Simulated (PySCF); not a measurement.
PF5.
Structure used (PBE0-D3(BJ)/def2-SVP), in Å, numbered top down from 1:
```
atom  x, y, z in Å
P1     0.0005    0.0003    0.0005
F2    -0.0063   -0.0021    1.5940
F3     0.0101    0.0039   -1.5928
F4     1.5690    0.0065    0.0073
F5    -0.7947    1.3520   -0.0021
F6    -0.7786   -1.3607   -0.0070
```

Mulliken charges (e) from the PBE0/pcSseg-1 density (PySCF), one withheld:

```json
{"atom": "P1", "bonded to": "F2 F3 F4 F5 F6", "charge": "?"}
{"atom": "F2", "bonded to": "P1", "charge": "-0.3540"}
{"atom": "F3", "bonded to": "P1", "charge": "-0.3542"}
{"atom": "F4", "bonded to": "P1", "charge": "-0.3042"}
{"atom": "F5", "bonded to": "P1", "charge": "-0.3041"}
{"atom": "F6", "bonded to": "P1", "charge": "-0.3041"}
```

(1) What is the charge on P1?

(2) Across which bond do the charges differ most?

(3) Take the bonds between elements whose Pauling electronegativities differ by more than 0.25. In how many does the more electronegative atom carry the lower charge?

Results:

(1) The charges add up to the total charge, 0. The others sum to -1.6206, which leaves +1.6206 e for P1 (phosphorus bonded to 5 F).

(2) P1–F3: +1.6206 on P1 against -0.3542 on F3, a difference of 1.9748 e (P1–F2 within 0.003 e of it). The lower charge is on the more electronegative element of the two (Pauling values: F 3.98, P 2.19).

(3) In 5 of 5.

The Mulliken scheme gives each basis function's population to the atom it is centred on and halves the overlap population of two atoms between them. Isolated species at its PBE0-D3(BJ)/def2-SVP geometry, gas phase.
